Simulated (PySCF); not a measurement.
**[SiH3]+: breathing scan**

All numbers come from PBE0/[Si def2-TZVP, H def2-TZVP], no relativity, density fitting, PySCF.

Rigid scan from the singlet minimum (Si–H 1.472 Å (×3); H–Si–H 120.0° (×3)). Coordinate: all bonds to the central atom scaled together. Energies in kJ/mol from the minimum.

| scale of all bonds to the centre | E (kJ/mol) |
| --- | --- |
| 0.88 | 113.6 |
| 0.92 | 45.9 |
| 0.96 | 10.5 |
| 1.00 | 0.0 |
| 1.04 | 8.8 |
| 1.08 | 32.3 |
| 1.14 | 87.3 |
| 1.22 | 183.8 |
| 1.35 | 364.0 |

At long bonds a restricted determinant can lie too high, and another spin state can fall below this curve.

The scan took 3.6 s on 2 threads of a shared Intel Xeon Platinum 8488C (Sapphire Rapids) host; the process peaked at 0.7 GiB. Launch command: `OMP_NUM_THREADS=2 python axn.py task.json out`.
